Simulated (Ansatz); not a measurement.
C3H4O (`O=C1CC1`), relaxed with RKS PBE-D4/def2-SVP in the Gaussian-basis code of Ansatz from a rough embedded geometry. The force threshold is 0.03 eV/Å; the program also tests the step.

Total charge 0; spin multiplicity 1.

Start:

```xyz
8

O     1.315   -0.940    1.182
C     0.559   -0.383    0.515
C     0.403    0.530   -0.510
C    -0.818   -0.230    0.134
H     0.526    1.586   -0.315
H     0.709    0.212   -1.531
H    -1.427    0.289    0.870
H    -1.268   -1.064   -0.346
```

**Question.** How much energy does the relaxation release, and in how many steps? (An estimate is asked.)

**Answer.** Ansatz gave: 45.06 kJ/mol, in 4 steps.

**Question.** Which bonds change most? (Estimate.)

**Answer.** Ansatz gave: C2–C3 from 1.382 to 1.479 Å; O1–C2 from 1.152 to 1.207 Å; C2–C4 from 1.437 to 1.479 Å; C4–H8 from 1.063 to 1.104 Å.

**Question.** Give the relaxed structure. (Best estimate.)

**Answer.** The calculation gave: 
```xyz
8

O     1.408   -0.994    1.282
C     0.617   -0.436    0.562
C     0.385    0.528   -0.535
C    -0.793   -0.240    0.163
H     0.494    1.607   -0.330
H     0.653    0.239   -1.566
H    -1.462    0.332    0.830
H    -1.303   -1.036   -0.407
```
